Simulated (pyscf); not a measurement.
C₃H₆ (SMILES C1CC1) + H₂O (SMILES O) → C₃H₆ (SMILES C1CC1) + H₂O (SMILES O) (four-centre exchange; singlet surface; C–H, H–O broken, C–H, H–O formed). Single points on ωB97X-D3(BJ)/def2-SVP structures (PySCF, gas phase). MP2 and CC: frozen core, UHF for open shells. ΔMP2 is the change of the MP2 total energy from the triple- to the quadruple-zeta basis. Energies in eV from the separated reactants.

| level | barrier | reaction energy |
|---|---|---|
| B3LYP-D3(BJ)/def2-TZVP | 3.09 | 0.00 |
| M06-2X/def2-TZVP | 3.15 | 0.00 |
| HF/def2-TZVP | 4.30 | 0.00 |
| MP2/def2-QZVPP | 3.13 | 0.00 |
| CCSD/def2-TZVPP | 3.48 | 0.00 |
| CCSD(T)/def2-TZVPP | 3.29 | 0.00 |
| CCSD(T)/def2-TZVPP + ΔMP2(QZVPP) | 3.29 | 0.00 |

cyclopropane lies 0.28 eV over its isomer H₂C=CH–CH₃, and others may lie lower still (electronic energy, ωB97M-D3(BJ)). One saddle was located; it need not be the lowest between these sides. The CCSD(T) − MP2 part came from Ansatz, without density fitting, on the same reference.
